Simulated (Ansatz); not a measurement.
```yaml
crystal:
  periodic: [false, false, false]
  atoms:
    - {symbol: S, position_ang: [-1.294702, 0.055094, -0.846879]}
    - {symbol: As, position_ang: [0.549020, -0.022665, 0.371712]}
    - {symbol: H, position_ang: [-2.082884, 0.399928, 0.169313]}
    - {symbol: H, position_ang: [1.380060, 0.795630, -0.575285]}
    - {symbol: H, position_ang: [1.080952, -1.263506, -0.282617]}
basis:
  gaussian: {orbitals: def2-TZVP}
hamiltonian: {xc: pbe0}
relax: {f_tol: 0.004, max_steps: 80}
```

```sh
$ ansatz run in.yaml --threads 1 --pin off --events-out ev --progress --plain --max-ram 2176MiB
```

Steps of the relaxation (energy above the last step; positions in Å, forces in eV/Å):

```
5
step 1, 25.5 meV
S    -1.295    0.055   -0.847   -0.261   -0.048   -0.477
As    0.549   -0.023    0.372    0.087    0.088    0.502
H    -2.083    0.400    0.169   -0.139    0.064    0.232
H     1.380    0.796   -0.575    0.216    0.368   -0.182
H     1.081   -1.264   -0.283    0.097   -0.472   -0.075
```

```
5
step 2, 7.5 meV
S    -1.322    0.062   -0.878    0.035    0.003   -0.008
As    0.554   -0.022    0.343   -0.033    0.023    0.186
H    -2.061    0.390    0.190   -0.095    0.011   -0.003
H     1.394    0.862   -0.569    0.030   -0.116   -0.079
H     1.067   -1.327   -0.251    0.063    0.079   -0.096
```

```
5
step 3, 3.1 meV
S    -1.317    0.069   -0.855   -0.024   -0.014   -0.122
As    0.565   -0.023    0.357   -0.015    0.034    0.142
H    -2.113    0.394    0.177    0.098   -0.013    0.048
H     1.408    0.836   -0.578   -0.029   -0.015   -0.031
H     1.089   -1.311   -0.264   -0.030    0.008   -0.036
```

```
5
step 4, 0.1 meV
S    -1.311    0.080   -0.868   -0.040    0.013    0.035
As    0.559   -0.016    0.364    0.017   -0.005   -0.022
H    -2.091    0.376    0.185    0.021   -0.011   -0.036
H     1.401    0.830   -0.584    0.000   -0.006    0.012
H     1.074   -1.307   -0.261    0.001    0.009    0.011
```

```
5
step 5, 0.0 meV
S    -1.313    0.085   -0.869   -0.002    0.001    0.000
As    0.559   -0.014    0.363    0.000    0.000   -0.001
H    -2.092    0.372    0.185    0.000   -0.001    0.000
H     1.403    0.829   -0.585    0.001   -0.001    0.000
H     1.074   -1.307   -0.258    0.001    0.001    0.000
```

Close pairs at the end: S1–H3 1.342 Å, As2–H5 1.524 Å, As2–H4 1.524 Å, S1–As2 2.243 Å.

A stationary point of restricted PBE0 after 5 steps (its stability towards spin polarisation wasn't tested); no frequencies were run, so it isn't proven a minimum. 15 s on 1 thread of Arm Neoverse V2, shared host.
